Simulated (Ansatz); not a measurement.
**Reading a saddle point**

A first-order saddle point of CH$_{7}$NSi, closed shell, PBE0-D4/def2-TZVP, with one imaginary mode of 1548i cm⁻¹:

Si1  (-0.739, 0.170, 0.433)
C2  (0.895, 1.101, 0.577)
H3  (-1.302, -1.362, 0.409)
N4  (-0.488, -1.354, -0.663)
H5  (-1.578, 0.962, -0.524)
H6  (1.621, 0.553, 1.180)
H7  (1.319, 1.275, -0.418)
H8  (0.732, 2.072, 1.053)
H9  (0.228, -2.013, -0.391)
H10  (-0.687, -1.404, -1.657)
(Å)

Program: Ansatz 0.2.0. Basis: def2-TZVPP and def2-QZVPP. Cores are frozen in the correlated methods. Extrapolation: Hartree–Fock as exp(−7.88 √X), correlation as X^−2.97.

(1) Which contacts change along the imaginary mode, and what lies on either side? (Judge from chemistry; the calculation decides.)

(2) Which side is lower, and how far does the saddle lie above each? (To be estimated.)

No T1 diagnostic of these runs exceeds 0.013. The restricted Hartree–Fock reference is unstable towards an unrestricted one at one or more of these structures.

Results:

(1) By the calculation: The step is CH₄Si ([CH3][SiH]) + NH₃ → CH₇NSi ([CH3][SiH2][NH2]), with the molecules in contact on both sides. Shortening one way: Si1–H3, Si1–N4; lengthening the same way: H3–N4.
```
  pair  one side (Å)  saddle (Å)  other side (Å)
Si1–H3          2.56        1.63            1.50
Si1–N4          2.04        1.89            1.72
 H3–N4          1.01        1.35            2.71
```

(2) Computed: The side with Si1–H3, Si1–N4 short is lower by 42.03 kcal/mol; the saddle lies 76.46 kcal/mol above it and 34.43 kcal/mol above the other (CCSD(T) at an estimated basis limit (MP2 extrapolated from triple and quadruple zeta, plus CCSD(T) − MP2 in triple zeta); electronic energies).

Losses and insertions of silylenes and their heavier kin drive the gas-phase chemistry of silicon and germanium vapour deposition.

Labels in which every atom is bracketed show which atoms are joined, not bond orders.

For scale, one of the runs: CCSD(T)/def2-TZVPP, 202 basis functions, launched by `ansatz run in.yaml --threads 2 --pin off --events-out ev --progress --plain --max-ram 4352MiB`. Hardware: 2 CPU threads, shared host. Wall time 18 s; peak host memory 2.7 GiB.
